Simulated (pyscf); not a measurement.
Single points on ωB97X-D3(BJ)/def2-SVP structures (PySCF, gas phase).

Question: How much does it cost (ΔH, 298 K, ωB97M-D3(BJ)/def2-TZVP) to split F–W(F)(F)(=Se)–SeH at its F–W bond into F• + [F–W(F)(=Se)–SeH]•?

Answer: F–W to F• + [F–W(F)(=Se)–SeH]•: 457.9 kJ/mol. The 7 functionals that were run give +446.3 (M06-2X) to +504.2 kJ/mol (PBE). The radicals are drawn with the spin at the cut bond; how far it spreads was not checked. Other isomers of [F–W(F)(=Se)–SeH]• were not searched in full and may lie lower. Left out: the spin-orbit lowering of F. Open-shell species with a d-block atom are single-reference here; other states, and whether the spin sits on metal or ligand, were not checked. Elements up to Kr have no core potential and no relativistic terms here. Elements past Kr carry the def2 core potentials, without spin-orbit coupling.
